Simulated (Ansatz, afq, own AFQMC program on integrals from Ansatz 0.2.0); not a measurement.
Two steps: Ansatz 0.2.0 writes the Fock matrix and Cholesky factors of the valence space, and afq projects on them the lowest state that overlaps trial and start.

```yaml
crystal:
  periodic: [false, false, false]
  atoms:
    - {symbol: O, position_ang: [-0.893037, -0.135272, 1.431783]}
    - {symbol: Os, position_ang: [-0.000002, 0.000000, 0.000000]}
    - {symbol: O, position_ang: [1.433985, -0.888233, 0.143301]}
    - {symbol: O, position_ang: [-0.911156, -0.604054, -1.292567]}
    - {symbol: O, position_ang: [0.370200, 1.627559, -0.282518]}
basis:
  gaussian: {orbitals: def2-TZVP}
magnetization: {spin_polarized: false}
correlation: {method: ccsd_t, electrons: outside_noble_gas, hamiltonian_folder: ham}
```

```sh
$ ansatz run in.yaml --threads 1 --pin off --events-out ev --progress --plain --max-ram 16896MiB --backend cuda --devices 0, --max-vram 18GiB
```

Options of the walk:

```
--method phaseless --trial cisd --walkers 600 --populations 10 --least-time 60 --time-step 0.005 --steps-per-block 50 --equilibration-blocks 28 --max-blocks 4000 --target-error 0.00034 --factor-cut 1e-05 --seed 865 --release-times 0.24,0.48,0.8,1.2 --release-step 0.04 --release-every 5 --taylor-order 6
```

Times are imaginary, in 1/Eh. The walk had a cap of 486 s. With eight or more populations the least sampling time is a fifth of least-time, and the error comes from their spread. Core potentials past Kr, no spin–orbit coupling.

afq prints:

```
orbitals 156  electrons 16 16  factors 1193 of 1209
reference energy -389.27369717 Eh
CCSD correlation -1.29206328 Eh in 14 cycles, weight of the determinant in the CISD state 0.6940
energy of the start -390.565765 Eh
 block  time / (1/Eh)  mean weight  energy / Eh
     1     0.250  1.0015  -390.518444
     2     0.500  1.0006  -390.560847
     3     0.750  0.9966  -390.607206
     4     1.000  1.0004  -390.631698
     5     1.250  0.9998  -390.629931
     7     1.750  0.9997  -390.666211
     9     2.250  0.9986  -390.653577
    17     4.250  1.0004  -390.656190
    33     8.250  1.0004  -390.691354
    49    12.250  1.0016  -390.660715
    65    16.250  0.9992  -390.676007
    81    20.250  1.0009  -390.658853
    97    24.250  0.9988  -390.659326
   113    28.250  0.9996  -390.689926
   129    32.250  1.0013  -390.652004
   145    36.250  0.9993  -390.682833
   161    40.250  1.0016  -390.689214
   177    44.250  1.0009  -390.691631
   193    48.250  0.9982  -390.662889
   209    52.250  1.0001  -390.665299
   225    56.250  1.0005  -390.640082
   241    60.250  1.0006  -390.671721
   257    64.250  0.9971  -390.700229
   265    66.250  0.9997  -390.700785
   273    68.250  0.9981  -390.683482
   289    72.250  0.9982  -390.658733
   305    76.250  1.0016  -390.665439
   321    80.250  1.0011  -390.677055
   337    84.250  0.9992  -390.673672
error from the spread of 10 populations
released: time / (1/Eh)  energy / Eh  error  mean overlap
  0.24  -390.669062  0.002190  0.9840
  0.48  -390.673901  0.001813  0.9641
  0.80  -390.672602  0.003271  0.9524
  1.20  -390.669884  0.010241  0.9277
energy -390.670231 +/- 0.002889 Eh
(rows thinned)
```

The time cap ended the run before it passed its tests.

Against this walk (error 78.6 meV) on the same determinant: CCSD(T) 50.8 meV lower (within the noise). The error is statistical and leaves out the bias of the constraint. None of these is a sure reference here. Released to 0.80 1/Eh the energy moves by -65 ± 119 meV (both errors), within twice the noise.

Cautions: constraint bias not in the error; error above the target (78.6 against 9.3 meV); no spin-orbit coupling; outer-core shells of the metal frozen; higher spins were not checked; restricted determinant unstable towards unrestricted (UHF 3 meV lower, ⟨S²⟩ 0.24); (T) is large, 8 % of the CCSD correlation.

The walk took 8.1 min on 1 × NVIDIA H100 80GB HBM3 with 2 threads of AMD EPYC 7R13 Processor (Zen 3) (shared host) (the card was shared). The log's last line is the phaseless energy.

A walk keeps the symmetry of its determinant, which the program's search chose and which needn't be the lowest solution, so a lower state of the same spin and another symmetry isn't excluded.
